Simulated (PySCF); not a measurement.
A family of related molecules: binary hydrides. All species are isolated molecules in the gas phase. Strings in code marks are SMILES.

Calculation: PySCF 2.14.0 with TPSSh-D3(BJ)/def2-TZVP // PBE0-D3(BJ)/def2-TZVP. Delta-SCF ions had no search for a lower state. 

```json
[
 {"species": "`[SiH4]`", "vertical ionisation energy (Delta-SCF) (eV)": "12.41", "LUMO (eV)": "–", "hole reorganisation energy (four-point) (eV)": "–", "HOMO–LUMO gap (eV)": "(withheld)", "dipole moment (D)": "0.00"},
 {"species": "`[GeH4]`", "vertical ionisation energy (Delta-SCF) (eV)": "12.15", "LUMO (eV)": "–", "hole reorganisation energy (four-point) (eV)": "1.588", "HOMO–LUMO gap (eV)": "9.86", "dipole moment (D)": "0.00"},
 {"species": "`N`", "vertical ionisation energy (Delta-SCF) (eV)": "10.67", "LUMO (eV)": "–", "hole reorganisation energy (four-point) (eV)": "1.023", "HOMO–LUMO gap (eV)": "(withheld)", "dipole moment (D)": "(withheld)"},
 {"species": "`Br`", "vertical ionisation energy (Delta-SCF) (eV)": "(withheld)", "LUMO (eV)": "(withheld)", "hole reorganisation energy (four-point) (eV)": "0.028", "HOMO–LUMO gap (eV)": "7.49", "dipole moment (D)": "0.93"},
 {"species": "`I`", "vertical ionisation energy (Delta-SCF) (eV)": "10.57", "LUMO (eV)": "-1.20", "hole reorganisation energy (four-point) (eV)": "0.010", "HOMO–LUMO gap (eV)": "6.13", "dipole moment (D)": "0.47"},
 {"species": "`[MgH2]`", "vertical ionisation energy (Delta-SCF) (eV)": "9.50", "LUMO (eV)": "-0.71", "hole reorganisation energy (four-point) (eV)": "0.124", "HOMO–LUMO gap (eV)": "5.98", "dipole moment (D)": "0.00"},
 {"species": "`[ZnH2]`", "vertical ionisation energy (Delta-SCF) (eV)": "10.57", "LUMO (eV)": "-0.94", "hole reorganisation energy (four-point) (eV)": "(withheld)", "HOMO–LUMO gap (eV)": "6.56", "dipole moment (D)": "0.00"},
 {"species": "`[LiH]`", "vertical ionisation energy (Delta-SCF) (eV)": "8.17", "LUMO (eV)": "-1.21", "hole reorganisation energy (four-point) (eV)": "–", "HOMO–LUMO gap (eV)": "(withheld)", "dipole moment (D)": "(withheld)"}
]
```

**Question.** Fill in the missing entries.

**Answer.** 
- `[SiH4]`, HOMO–LUMO gap (eV): 10.07
- `N`, HOMO–LUMO gap (eV): 7.48
- `N`, dipole moment (D): 1.68
- `Br`, vertical ionisation energy (Delta-SCF) (eV): 11.73
- `Br`, LUMO (eV): -0.57
- `[ZnH2]`, hole reorganisation energy (four-point) (eV): 0.269
- `[LiH]`, HOMO–LUMO gap (eV): 3.74
- `[LiH]`, dipole moment (D): 5.83
